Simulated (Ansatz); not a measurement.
Worked example: Si–BH₂, doublet against Si–BH₂, quartet

Geometry (PBE0/def2-TZVP stationary point of a quartet), kept for both states (Si–BH2, quartet: A2; Si–BH2, doublet: B1):

```xyz
4

Si    0.0000    0.0000    0.6500
B     0.0000    0.0000   -1.3428
H     0.0000   -1.0760   -1.8539
H     0.0000    1.0760   -1.8539
```

Basis cc-pVDZ; Ansatz 0.2.0. Correlated methods freeze the noble-gas cores. R marks a restricted (for open shells ROHF) determinant, U an unrestricted one.

Full CI isn't at hand for all of this; RCCSDTQ serves as the reference, and is uncertain by about the last step of the cluster series. The frozen core follows each run's orbitals, which can shift R against U totals by a few meV.

| level | E(Si–BH2, quartet) (hartree) | E(Si–BH2, doublet) (hartree) |
| --- | --- | --- |
| UMP2 | -314.792908 | -314.825619 |
| UCCSD(T) | -314.832762 | -314.868992 |
| PBE | -315.187926 | -315.225377 |
| PBE0 | -315.224227 | -315.261246 |
| RCCSDTQ | -314.834562 | -314.870512 |

**Question.** Give the vertical gap, Si–BH2 doublet less Si–BH2 quartet, at each level in eV (1 hartree = 27.2114 eV), and each error against RCCSDTQ.

**Answer.** RCCSDTQ: (-314.870512 − (-314.834562)) × 27.2114 = -0.978 eV (the reference)
PBE0: (-315.261246 − (-315.224227)) × 27.2114 = -1.007 eV, error -0.029 eV
PBE: (-315.225377 − (-315.187926)) × 27.2114 = -1.019 eV, error -0.041 eV
UCCSD(T): (-314.868992 − (-314.832762)) × 27.2114 = -0.986 eV, error -0.008 eV
UMP2: (-314.825619 − (-314.792908)) × 27.2114 = -0.890 eV, error 0.088 eV

Total energies of functionals can't be set beside those of wave-function methods, since they hold the core's correlation and their own absolute errors; only the differences compare.

In so small a basis the reference is far from its limit while semilocal and hybrid functionals are nearer theirs, so the functionals' errors here hold much of the reference's basis and frozen-core error, which can add to them or hide them.

Each level lands on the state that its own search finds. T1 diagnostics of restricted CCSD: 0.043 and 0.024.
